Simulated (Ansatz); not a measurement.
# BF: the cost of one run

Computed with the Python package of Ansatz 0.2.0. The levels of theory stand in the script.

## (1) The system

Bond lengths: B1–F2 1.430 Å.

The script holds or builds the structure itself.

## (2) The code

Input file composite_bf.py:

```python
"""A composite energy for BF: DFT geometry, MP2 basis limit, coupled-cluster correction."""

import itertools
import logging
import sys

import ansatz as az
from ase.data import atomic_numbers, covalent_radii
import numpy as np

logging.basicConfig(stream=sys.stdout, format="%(levelname)s:%(name)s:%(message)s")
logger = logging.getLogger("ansatz_job")
logger.setLevel(logging.INFO)

geometry_ang = [
    ("B", (0.0, 0.0, 0.0)),
    ("F", (0.0, 0.0, 1.43)),
]
molecule = az.Crystal.molecule()
for symbol, xyz in geometry_ang:
    molecule = molecule.atom(symbol, xyz)

model = (
    molecule.calculation()
    .basis(gaussian="def2-SVP")
    .functional("pbe0")
)
symbols = [site.symbol for site in molecule.cartesian_sites]
start = np.array([site.position_ang for site in molecule.cartesian_sites], dtype=float)
summary = model.relax(force_tolerance=0.01, max_steps=100).run(threads=1).report
end = np.array(summary["positions_ang"])
# pairs closer than 1.2 times the sum of covalent radii, before or after
radius = [covalent_radii[atomic_numbers[s]] for s in symbols]
span = lambda where, i, j: np.linalg.norm(where[i] - where[j])
bonded = [(i, j) for i, j in itertools.combinations(range(len(symbols)), 2) if min(span(start, i, j), span(end, i, j)) < 1.2 * (radius[i] + radius[j])]
logger.info("pair        before    after (A)")
for i, j in bonded:
    print(f"{symbols[i]}{i}-{symbols[j]}{j}".ljust(10), f"{span(start, i, j):8.4f} {span(end, i, j):8.4f}")

minimum = az.Crystal.molecule()
for symbol, place in zip(symbols, end):
    minimum = minimum.atom(symbol, place.tolist())
at_minimum = minimum.calculation()
# MP2 extrapolated to the basis limit, plus the small-basis difference CCSD(T) - MP2
level = lambda method, basis: at_minimum.basis(gaussian=basis).correlation(method).run(threads=1).report
small, large, cluster = level("mp2", "cc-pVDZ"), level("mp2", "cc-pVTZ"), level("ccsd_t", "cc-pVDZ")
corr = lambda each: (each["free_energy_ev"] - each["reference_energy_ev"]) / 27.211386246
mp2_limit = (27 * corr(large) - 8 * corr(small)) / 19
pieces = {"HF / cc-pVTZ": large["reference_energy_ev"] / 27.211386246, "MP2 correlation, DZ-TZ limit": mp2_limit, "CCSD(T) - MP2 / cc-pVDZ": corr(cluster) - corr(small)}
for name, value in pieces.items():
    logger.info(f"{name:32s} {value:14.6f} Ha")
logger.info(f"{'sum':32s} {sum(pieces.values()):14.6f} Ha")
print("T1 diagnostic", round(cluster["correlation"]["coupled_cluster"]["t1_diagnostic"], 4))
```

## (3) What the engine is handed

The engine receives this input (first run):

```yaml
crystal:
  periodic: [false, false, false]
  atoms:
    - { symbol: B, position_ang: [0.0, 0.0, 0.0] }
    - { symbol: F, position_ang: [0.0, 0.0, 1.43] }
basis:
  gaussian:
    orbitals: def2-SVP
hamiltonian:
  xc: pbe0
relax:
  f_tol: 0.01
  max_steps: 100
```

## (4) Running it

Started as:

```bash
$ python composite_bf.py
```

**Question.** How long does this script take on 1 thread of Arm Neoverse V2, shared host, and how much memory does it need?

About 2.5 s, with a peak of 0.16 GiB.
